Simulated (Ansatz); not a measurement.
Input file:

```yaml
crystal:
  periodic: [false, false, false]
  atoms:
    - {symbol: W, position_ang: [0.000000, 0.000000, 0.361868]}
    - {symbol: Si, position_ang: [0.000000, 0.000000, -2.153135]}
    - {symbol: H, position_ang: [0.000000, -1.223003, -3.003086]}
    - {symbol: H, position_ang: [0.000000, 1.223003, -3.003086]}
basis:
  gaussian: {orbitals: def2-SVP}
magnetization: {spin_polarized: false, initial_magnetization: 8}
correlation: {method: sc_nevpt2, electrons: outside_noble_gas, active_space: {window: {electrons: 12, orbitals: 11}}}
```

```sh
$ ansatz run in.yaml --threads 1 --pin off --events-out ev --progress --plain --max-ram 2393MiB
```

Output:

```
587 factors; integrals over basis functions are off by at most 1.2e-3 eV
mean field evaluation 1: about -9691.3806 eV, gradient 1.2e1 eV
mean field evaluation 2: about -9691.3876 eV, gradient 1.2e1 eV
mean field evaluation 4: about -9692.8180 eV, gradient 2.4e0 eV
mean field evaluation 8: about -9692.8757 eV, gradient 1.1e-1 eV
mean field -9692.87584795 eV, -356.2066173450 hartree, gradient 2.6e-6 eV, S^2 20.000000; 0 other end points of the search recorded, 0 dependent functions left out
reference -9692.87584795 eV, -356.2066173450 hartree; 19, 11 occupied and 41, 49 virtual orbitals, 587 factors
state -9693.29778242 eV, -356.2221231507 hartree
state -9693.29778242 eV, -356.2221231507 hartree; corrected -9696.17902643 eV, -356.3280069150 hartree
Total energy: -9696.17902643 eV, -356.3280069150 hartree
```

Natural occupations: 1.9993 1.9765 1.0019 1.0003 1.0000 1.0000 1.0000 1.0000 1.0000 0.9997 0.0222.

Ran on 1 thread of Arm Neoverse V2, shared host: 6 s wall, 0.13 GiB peak host memory.
